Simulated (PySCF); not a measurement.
CH2F2, SMILES FCF.

The structure is a stationary point at ωB97X-D3(BJ)/def2-TZVP.

Level of theory: PBE/def2-TZVPD run with PySCF.

| Property | Value |
|---|---|
| total energy | -238.85413 hartree |
| point group | C2v |
| highest occupied level | -8.17 eV |
| lowest empty level | -0.12 eV |
| orbital gap | 8.04 eV |
| dipole moment | 1.81 D |
| quadrupole, principal values (traceless, Buckingham form, about the centre of nuclear charge) | -3.54, 1.69, 1.84 D·Å |
| mean static polarisability | 19.0 bohr³ (2.81 Å³) |
| polarisability, principal values | 17.8, 18.9, 20.2 bohr³ |
